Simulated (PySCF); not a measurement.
**2-hexyne, C6H10**

Molfile (atoms numbered from 1):
```
C6H10
     RDKit          3D

 16 15  0  0  0  0  0  0  0  0999 V2000
    3.1618    0.6443    0.6035 C   0  0  0  0  0  0  0  0  0  0  0  0
    1.8915    0.0530    0.2126 C   0  0  0  0  0  0  0  0  0  0  0  0
    0.8385   -0.4467   -0.1230 C   0  0  0  0  0  0  0  0  0  0  0  0
   -0.4475   -1.0277   -0.4962 C   0  0  0  0  0  0  0  0  0  0  0  0
   -1.6087   -0.5849    0.4017 C   0  0  0  0  0  0  0  0  0  0  0  0
   -1.8774    0.9095    0.3526 C   0  0  0  0  0  0  0  0  0  0  0  0
    3.3436    1.5914    0.0713 H   0  0  0  0  0  0  0  0  0  0  0  0
    3.1871    0.8592    1.6834 H   0  0  0  0  0  0  0  0  0  0  0  0
    4.0023   -0.0312    0.3792 H   0  0  0  0  0  0  0  0  0  0  0  0
   -0.6729   -0.7615   -1.5445 H   0  0  0  0  0  0  0  0  0  0  0  0
   -0.3651   -2.1278   -0.4757 H   0  0  0  0  0  0  0  0  0  0  0  0
   -2.5100   -1.1411    0.0945 H   0  0  0  0  0  0  0  0  0  0  0  0
   -1.3925   -0.8934    1.4380 H   0  0  0  0  0  0  0  0  0  0  0  0
   -2.1506    1.2330   -0.6648 H   0  0  0  0  0  0  0  0  0  0  0  0
   -0.9847    1.4796    0.6530 H   0  0  0  0  0  0  0  0  0  0  0  0
   -2.7015    1.1909    1.0253 H   0  0  0  0  0  0  0  0  0  0  0  0
  1  2  1  0
  2  3  3  0
  3  4  1  0
  4  5  1  0
  5  6  1  0
  1  7  1  0
  1  8  1  0
  1  9  1  0
  4 10  1  0
  4 11  1  0
  5 12  1  0
  5 13  1  0
  6 14  1  0
  6 15  1  0
  6 16  1  0
M  END
```

Theory: TDDFT CAM-B3LYP/def2-TZVPD excited states, vertical, gas phase in PySCF. Geometry: PBE0-D3(BJ)/def2-SVP.

(1) Give the one- and two-photon strengths of the lowest singlets.

Results:

(1) δ for parallel linear polarisation; σ at the peak of a Lorentzian of half width 0.1 eV, single beam; Ω is circular over linear.
```tsv
state	E (eV)	f	photon λ (nm)	δ (au)	σ (GM)	Ω	main
S1	6.36	0.002	390	0.98	0.01	1.34	HOMO→LUMO 0.47, HOMO→LUMO+6 0.16
S2	6.47	0.006	383	7.04	0.11	0.36	HOMO→LUMO 0.38, HOMO−1→LUMO 0.14
S3	6.48	0.012	382	23.1	0.35	0.50	HOMO−1→LUMO 0.69
S4	6.67	0.001	372	7.6	0.12	0.56	HOMO→LUMO+5 0.27, HOMO−1→LUMO+1 0.17
S5	6.70	0.003	370	2.77	0.04	1.48	HOMO−1→LUMO+5 0.47, HOMO−1→LUMO+11 0.10
S6	7.29	0.001	340	20.3	0.40	1.50	HOMO→LUMO+1 0.54, HOMO→LUMO+3 0.14
```

Among these, the strongest one-photon state is S3, the strongest two-photon state S6, with a dipole change of 2.2 D (relaxed, norm of the difference vector).
